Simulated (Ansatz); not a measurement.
Input file:

```yaml
crystal:
  periodic: [false, false, false]
  atoms:
    - {symbol: Si, position_ang: [0.000000, 0.000000, 0.000000]}
    - {symbol: Al, position_ang: [0.000000, 0.000000, 1.959000]}
basis:
  gaussian: {orbitals: STO-3G}
magnetization: {spin_polarized: false, initial_magnetization: 3}
hamiltonian: {xc: {name: PBE0}}
correlation: {method: bccd_t, electrons: all}
scf: {omitted_lower_state_checks: [cluster_reference]}
```

```sh
$ ansatz run in.yaml --threads 1 --pin off --events-out ev --progress --plain --max-ram 2393MiB
```

Log:

```
these checks for a lower state are left out or cut short: cluster_reference
183 factors; integrals over basis functions are off by at most 7.5e-5 eV
mean field evaluation 1: about -14289.9795 eV, gradient 8.9e0 eV
mean field evaluation 2: about -14289.9783 eV, gradient 8.9e0 eV
mean field evaluation 4: about -14290.6111 eV, gradient 7.7e-1 eV
mean field evaluation 8: about -14290.6180 eV, gradient 2.1e-2 eV
mean field -14290.61796811 eV, -525.1705237993 hartree, gradient 2.2e-6 eV, S^2 3.750000; 0 other end points of the search recorded, 0 dependent functions left out
reference -14269.66014630 eV, -524.4003380537 hartree; 15, 12 occupied and 3, 6 virtual orbitals, 183 factors
second order -1.56971377 eV of doubles, -0.20731519 eV of singles
cycle   1  -1.91668689 eV  change   -1.4e-1 eV  update   7.2e-2
cycle   2  -2.04492321 eV  change   -1.3e-1 eV  update   2.7e-2
cycle   3  -2.10129206 eV  change   -5.6e-2 eV  update   1.4e-2
cycle   4  -2.10016187 eV  change    1.1e-3 eV  update   4.9e-3
cycle   5  -2.10223029 eV  change   -2.1e-3 eV  update   2.3e-3
cycle   6  -2.10097559 eV  change    1.3e-3 eV  update   9.8e-4
cycle   7  -2.10088189 eV  change    9.4e-5 eV  update   4.4e-4
cycle   8  -2.10102923 eV  change   -1.5e-4 eV  update   1.2e-4
cycle   9  -2.10096610 eV  change    6.3e-5 eV  update   3.3e-5
cycle  10  -2.10098081 eV  change   -1.5e-5 eV  update   9.0e-6
perturbative correction -0.06506147 eV, -0.0023909648 hartree
Total energy: -14271.82618858 eV, -524.4799386391 hartree
Checks for a lower state left out: cluster_reference
```

Ran on 1 thread of Arm Neoverse V1, shared host: 0.84 s wall, 0.08 GiB peak host memory.
